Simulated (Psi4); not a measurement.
# A workflow on [AlH4]− (SMILES [H][Al-]([H])([H])[H])

Wanted: a geometry optimisation (HF-3c/MINIX), then the harmonic vibrations, then a single-point energy (CCSD(T)/def2-TZVP) of [AlH4]−. 

The results are computed with Psi4 1.11.

## Step 1: The structure to begin with

[AlH4]− has 5 atoms, charge -1, and is taken as a singlet. As SMILES, `[H][Al-]([H])([H])[H]`. Geometry: a GFN2-xTB relaxation, a rough one for these elements and not checked as a minimum. The run starts from this shape.

Bond lengths: Al1–H2 1.627 Å, Al1–H3 1.628 Å, Al1–H4 1.628 Å, Al1–H5 1.628 Å. Angles: H2–Al1–H3 109.3°, H2–Al1–H4 109.4°, H2–Al1–H5 109.6°, H3–Al1–H4 109.3°, H3–Al1–H5 109.5°, H4–Al1–H5 109.6°.

## Step 2: A geometry optimisation at HF-3c/MINIX (density fitting) (run 1)

Contents of alh4.xyz:

```xyz
5
AlH4
Al    -0.001450    -0.001080    -0.000010
H      0.012860    -0.019320     1.627070
H      1.530040     0.013000    -0.552880
H     -0.773910     1.334120    -0.520140
H     -0.767540    -1.326720    -0.554050
```

Contents of run.py:

```python
import psi4

psi4.set_memory('1600 MB')
psi4.set_num_threads(1)
psi4.set_output_file('run.log', False)

with open('alh4.xyz') as f:
    atoms = ''.join(f.readlines()[2:])
geom = psi4.geometry('-1 1\n' + atoms + '')

psi4.set_options({
    'geom_maxiter': 60,
})

E = psi4.optimize('HF-3C', molecule=geom)
print(f'total energy {E:.8f} hartree = {E * 27.211386:.5f} eV')
print(geom.to_string(dtype='xyz', units='Angstrom'))
for k, v in sorted(psi4.core.scalar_variables().items()):
    print(f'{k:45s} {v:18.10f}')
```

Started as:

```bash
$ python run.py
```

run.log:

```text
[...]
  Running in c1 symmetry.
[...]
  Nuclear repulsion =   18.097726282604977
[...]
  Multiplicity = 1
[...]
  Nalpha       = 9
  Nbeta        = 9
[...]
    Number of basis functions: 18
[...]
   @DF-RHF iter   1:  -242.83741504547689   -1.25361e+00   2.74243e-03 DIIS/ADIIS
[...]
   @DF-RHF iter   4:  -242.84123175047117   -1.02318e-12   3.47716e-09 DIIS
[...]
    Orbital Energies [Eh]
    ---------------------
    Doubly Occupied:
       1A    -57.645653     2A     -4.474739     3A     -2.758547
       4A     -2.758546     5A     -2.758545     6A     -0.306283
       7A     -0.142494     8A     -0.142404     9A     -0.142351
[...]
  @DF-RHF Final Energy:  -242.84123175047117
   => Energetics <=
    Nuclear Repulsion Energy =             18.4606393019100530
    One-Electron Energy =                -380.3755679744548388
    Two-Electron Energy =                 119.0582212969131888
    Total Energy =                       -242.8412317504711666
[...]
 Multipole Moments:
 ------------------------------------------------------------------------------------
     Multipole            Electronic (a.u.)      Nuclear  (a.u.)        Total (a.u.)
 --------------------------------------------------------------:20:16:45,65 INFO     [psi4.driver.driver:647] Return gradient(): -242.84123175047117
INFO     [psi4.driver.driver:648] [[-0.00009971 -0.00008234 -0.00001524]
 [ 0.00003429  0.00002765 -0.00000951]
 [-0.00000436  0.00003019  0.00001753]
 [ 0.00004545  0.00001603  0.00000919]
 [ 0.00002433  0.00000846 -0.00000197]]
INFO     [psi4.optking.history:270] 	Performing BFGS update.
INFO     [psi4.optking.history:281] 	Using 3 previous steps for update.
INFO     [psi4.optking.history:318] 	Steps to be used in Hessian update:  3 2 1
INFO     [psi4.optking.history:419] 	Updated Hessian (in au)
[...]
    Final optimized geometry and variables:
    Molecular point group: c1
    Full point group: C1
    Geometry (in Angstrom), charge = -1, multiplicity = 1:
    AL          -0.000057529461    -0.000046849220    -0.000007487134
    H            0.012209798745    -0.019307677110     1.595751217805
    H            1.500772107865     0.011998294054    -0.542591405395
    H           -0.759657044326     1.307494957957    -0.510197936101
    H           -0.751784680879    -1.298931325415    -0.542761430400
7599  -0.008559
	  -0.005324
	   0.000066   0.000110   0.000069   0.000003  -0.016197   0.001177   0.001393
	   0.011779   0.012127  -0.010279   0.009125  -0.008724   0.002585  -0.003829
	   0.003357   0.018782  -0.004870  -0.008424  -0.007542   0.005408   0.008303
[...]
```

On the terminal:

```text
Optimizer: Optimization complete!
total energy -242.84123175 hartree = -6608.04649 eV
5
-1 1 AlH4
Al                   -0.000057529461    -0.000046849220    -0.000007487134
H                     0.012209798745    -0.019307677110     1.595751217805
H                     1.500772107865     0.011998294054    -0.542591405395
H                    -0.759657044326     1.307494957957    -0.510197936101
H                    -0.751784680879    -1.298931325415    -0.542761430400

CURRENT ENERGY                                   -242.8412317505
CURRENT REFERENCE ENERGY                         -242.8412317505
DD SOLVATION ENERGY                                 0.0000000000
DISPERSION CORRECTION ENERGY                       -0.0086060196
HF KINETIC ENERGY                                 243.2811104982
HF POTENTIAL ENERGY                              -486.1223422486
HF TOTAL ENERGY                                  -242.8567073756
HF VIRIAL RATIO                                     1.9981918911
HF3C DISPERSION CORRECTION ENERGY                  -0.0086060196
NUCLEAR REPULSION ENERGY                           18.4606393019
ONE-ELECTRON ENERGY                              -380.3755679745
OPTIMIZATION ITERATIONS                             4.0000000000
PCM POLARIZATION ENERGY                             0.0000000000
PE ENERGY                                           0.0000000000
SCF ITERATION ENERGY                             -242.8412317505
SCF ITERATIONS                                      4.0000000000
SCF TOTAL ENERGY                                 -242.8412317505
TWO-ELECTRON ENERGY                               119.0582212969
```

Run time: 3.6 s. Hardware: 1 thread of Intel Xeon 6975P-C (Granite Rapids), shared host; peak memory 0.21 GiB.

The path in brief:

```tsv
step	energy from the first frame kept (eV)	largest force (eV/Å)
0	0.0000	0.5371
1	-0.0301	0.2032
2	-0.0345	0.0113
3	-0.0345	0.0067
```

After the run. Bond lengths: Al1–H2 1.596 Å, Al1–H3 1.596 Å, Al1–H4 1.596 Å, Al1–H5 1.596 Å. Angles: H2–Al1–H3 109.4°, H2–Al1–H4 109.5°, H2–Al1–H5 109.5°, H3–Al1–H4 109.4°, H3–Al1–H5 109.5°, H4–Al1–H5 109.5°.

## Step 3: Vibrational wavenumbers at HF-3c/MINIX (density fitting) (run 2)

Contents of input.inp:

```
memory 1600 mb

molecule system {
  -1 1
  Al    -0.00240373    -0.00179713    -0.00003024
  H      0.02077754    -0.03819514     3.01551724
  H      2.83375393     0.02096462    -1.02536540
  H     -1.43783781     2.46909726    -0.96415150
  H     -1.42296188    -2.45633405    -1.02568665
  units au
  symmetry c1
}

set {
  reference                  rks
  t                          298.15
  rotational_symmetry_number 12
}

E, wfn = frequencies("hf-3c", return_wfn=True)
print_variables()
```

Started as:

```bash
$ psi4 -n 1 input.inp input.out
```

input.out:

```text
[...]
  Running in c1 symmetry.
[...]
  Nuclear repulsion =   18.460638400467225
[...]
  Multiplicity = 1
[...]
  Nalpha       = 9
  Nbeta        = 9
[...]
    Number of basis functions: 18
[...]
   @DF-RKS iter   1:  -242.83879595128053   -1.22915e+00   2.74710e-03 ADIIS/DIIS
[...]
  -Total Gradient:
     Atom            X                  Y                   Z
    ------   -----------------  -----------------  -----------------
       1       -0.000099883211    -0.000082023154    -0.000015294783
       2        0.000034289426     0.000027630631    -0.000009406050
       3       -0.000004252001     0.000030194562     0.000017471681
       4        0.000045569776     0.000015833451     0.000009242159
       5        0.000024276009     0.000008364511    -0.000002013007
[...]
   @DF-RKS iter   7:  -242.84123175035410   -1.70530e-13   4.55928e-10 DIIS
[...]
    Orbital Energies [Eh]
    ---------------------
    Doubly Occupied:
       1A    -57.645653     2A     -4.474739     3A     -2.758547
       4A     -2.758546     5A     -2.758545     6A     -0.306283
       7A     -0.142494     8A     -0.142404     9A     -0.142351
[...]
  @DF-RKS Final Energy:  -242.84123175035410
   => Energetics <=
    Nuclear Repulsion Energy =             18.4606384004672250
    One-Electron Energy =                -380.3755661726685275
    Two-Electron Energy =                 119.0582204007782678
    Total Energy =                       -242.8412317503540976
[...]
  ==> Harmonic Vibrational Analysis <==
[...]
  Freq [cm^-1]                 919.0723            919.1536            919.3011
[...]
  IR activ [km/mol]            216.4192            216.3645            216.3119
[...]
  Freq [cm^-1]                 937.1746            937.1999           2170.6617
[...]
  IR activ [km/mol]             0.0103              0.0141              0.0306
[...]
  Freq [cm^-1]                2173.5279           2173.6232           2173.8366
[...]
  IR activ [km/mol]            50.7391             50.7438             50.7172
[...]
  Total E_0, Enthalpy at 0 [K]                                                         -242.81087847 [Eh]
[...]
  Total H, Enthalpy at  298.15 [K]                                                     -242.80685621 [Eh]
[...]
  Total G, Gibbs energy at  298.15 [K]                                                 -242.83025753 [Eh]
[...]
```

Wall time 3.3 s (1 thread of Intel Xeon 6975P-C (Granite Rapids), shared host); peak memory 0.23 GiB.

## Step 4: A single-point energy at CCSD(T)/def2-TZVP (run 3)

Contents of job.py:

```python
import psi4

psi4.set_memory(1600000000)
psi4.set_num_threads(1)
psi4.core.set_output_file('run.log', False)

m = psi4.geometry("""
-1 1
Al    -0.001272    -0.000951    -0.000016
H      0.010995    -0.020212     1.595743
H      1.499558     0.011094    -0.542600
H     -0.760871     1.306590    -0.510207
H     -0.752999    -1.299836    -0.542770
units angstrom
symmetry c1
""")

psi4.set_options({
    'scf_type': 'pk',
    'num_frozen_docc': 5,
})

E, wfn = psi4.energy("ccsd(t)/def2-TZVP", return_wfn=True)
print(f'total energy {E:.8f} hartree = {E * 27.211386:.5f} eV')
```

Started as:

```bash
$ python job.py
```

run.log:

```text
[...]
  Running in c1 symmetry.
[...]
  Nuclear repulsion =   18.460638415696216
[...]
  Multiplicity = 1
[...]
  Nalpha       = 9
  Nbeta        = 9
[...]
    Number of basis functions: 61
[...]
   @RHF iter   1:  -244.21541033717085   -6.44291e-01   3.00379e-03 ADIIS/DIIS
[...]
   @RHF iter   8:  -244.24253762527860   -9.63496e-12   4.35086e-09 DIIS
[...]
    Orbital Energies [Eh]
    ---------------------
    Doubly Occupied:
       1A    -58.197822     2A     -4.616269     3A     -2.931094
       4A     -2.931094     5A     -2.931093     6A     -0.359705
       7A     -0.196218     8A     -0.196131     9A     -0.196081
[...]
  @RHF Final Energy:  -244.24253762527860
   => Energetics <=
    Nuclear Repulsion Energy =             18.4606384156962164
    One-Electron Energy =                -380.2953422425133567
    Two-Electron Energy =                 117.5921662015385323
    Total Energy =                       -244.2425376252786009
[...]
 Multipole Moments:
 ------------------------------------------------------------------------------------
     Multipole            Electronic (a.u.)      Nuclear  (a.u.)        Total (a.u.)
 ------------------------------------------------------------------------------------
 L = 1.  Multiply by 2.5417464519 to convert [e a0] to [Debye]
 Dipole X            :         -0.0028728            0.0014978           -0.0013749
 Dipole Y            :         -0.0023375            0.0012179           -0.0011196
 Dipole Z            :         -0.0003778            0.0001945           -0.0001833
 Magnitude           :                                                    0.0017826
[...]
      * MP2 total energy                      = -244.358527407228706
[...]
      * CCSD total energy                     = -244.389933521964224
[...]
      * CCSD(T) total energy                  = -244.392355399851937
```

The script printed:

```text
total energy -244.39235540 hartree = -6650.25472 eV
```

It took 2.7 s on 1 thread of Intel Xeon 6975P-C (Granite Rapids), shared host; peak memory 0.34 GiB.

## Step 5: Outcome

| quantity | value |
| --- | --- |
| run 1, HF-3c/MINIX: total energy at the end | -242.84123 Eh |
| run 1, HF-3c/MINIX: HOMO energy | -3.87 eV |
| run 1, HF-3c/MINIX: LUMO energy | 16.39 eV |
| run 1, HF-3c/MINIX: HOMO–LUMO gap (to an unbound level, set by the basis) | 20.26 eV |
| run 2, HF-3c/MINIX: lowest harmonic wavenumber | 919 cm⁻¹ |
| run 2, HF-3c/MINIX: highest harmonic wavenumber | 2174 cm⁻¹ |
| run 2, HF-3c/MINIX: zero-point energy | 79.7 kJ/mol |
| run 2, HF-3c/MINIX: ideal-gas entropy at 298.15 K (symmetry number 12 as used) | 49.3 cal/(mol K) |
| run 3, CCSD(T)/def2-TZVP: total energy | -244.39236 Eh |
| run 3, CCSD(T)/def2-TZVP: HOMO energy (Hartree–Fock orbitals) | -5.34 eV |
| run 3, CCSD(T)/def2-TZVP: LUMO energy (Hartree–Fock orbitals) | 8.46 eV |
| run 3, CCSD(T)/def2-TZVP: HOMO–LUMO gap (to an unbound level, set by the basis) | 13.80 eV |
| run 3, CCSD(T)/def2-TZVP: correlation energy (5 core orbitals frozen) | -149.8 mEh |
| run 3, CCSD(T)/def2-TZVP: (T) correction | -2.42 mEh |
| run 3, CCSD(T)/def2-TZVP: T1 diagnostic | 0.011 |

**Reading.** The optimisation (run 1, HF-3c/MINIX) took 4 steps and changed the energy by -0.035 eV. All 9 modes (run 2, HF-3c/MINIX) are real, so the shape is a minimum at this level. The triples (run 3, CCSD(T)/def2-TZVP) make up 1.6 % of the correlation energy.
